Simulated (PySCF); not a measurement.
# Functional dependence of a UV spectrum

Compound: anisole, C7H8O.
Geometry (PBE0-D3(BJ)/def2-SVP, Å), atoms numbered from 1 in this order:
```xyz
16
C7H8O angstrom
C     -2.417    0.377    0.061
O     -1.346   -0.328   -0.495
C     -0.094   -0.058   -0.071
C      0.931   -0.802   -0.673
C      2.253   -0.595   -0.302
C      2.577    0.353    0.673
C      1.558    1.089    1.268
C      0.223    0.893    0.906
H     -3.328    0.003   -0.422
H     -2.499    0.211    1.150
H     -2.336    1.463   -0.124
H      0.657   -1.537   -1.431
H      3.042   -1.182   -0.779
H      3.617    0.514    0.963
H      1.795    1.834    2.031
H     -0.556    1.484    1.388
```

Linear-response calculations in the def2-SVPD basis (PySCF; singlets by full response, triplets Tamm–Dancoff, core orbitals frozen in the response; HF means time-dependent Hartree–Fock). 'Strongest' is the level of largest summed f among the singlets computed (10 roots, of which the last may lack a degenerate partner); it can jump between rows when another state enters that window. S1 is the lowest singlet of each run and needn't be the same state throughout; f(S1) is that of one state. Isolated species at its PBE0-D3(BJ)/def2-SVP geometry (one conformer only).

```
functional                               kind  S1 (eV)  f(S1)  strongest (eV)  T1 (eV)  HOMO (eV)  gap (eV)  ionisation energy, ΔSCF (eV)
       LDA                                LDA     4.71  0.029            6.59     3.99      -5.60      4.22                          8.38
       PBE                                GGA     4.74  0.028            6.61     3.93      -5.41      4.27                          8.14
     B3LYP  global hybrid, 20% exact exchange     5.04  0.031            6.80     4.02      -6.24      5.79                          8.26
      PBE0  global hybrid, 25% exact exchange     5.13  0.032            6.88     3.98      -6.45      6.20                          8.27
 BHandHLYP  global hybrid, 50% exact exchange     5.37  0.034            7.07     3.92      -7.31      8.07                          8.19
 CAM-B3LYP             range-separated hybrid     5.18  0.032            6.93     4.00      -7.64      8.46                          8.34
   wB97X-D             range-separated hybrid     5.19  0.032            6.95     4.11      -8.19      9.67                          8.32
   LC-wPBE             range-separated hybrid     5.26  0.031            7.08     3.88      -8.87     10.72                          8.42
        HF                       Hartree–Fock     5.69  0.040            7.44     3.42      -8.51     11.14                   not settled
```

S1 runs from 4.71 eV (LDA) to 5.69 eV (HF), a spread of 0.97 eV, while the orbital gap spreads over 6.9 eV. Along PBE (0%), B3LYP (20%), PBE0 (25%), BHandHLYP (50%), HF (100%) S1 rises with the share of exact exchange. −ε(HOMO) comes closest to its own ΔSCF ionisation energy with wB97X-D (-0.12 eV) and misses most with LDA (-2.78 eV). 'Not settled' means that the ion's SCF failed to converge or may have ended in another state than the lowest.
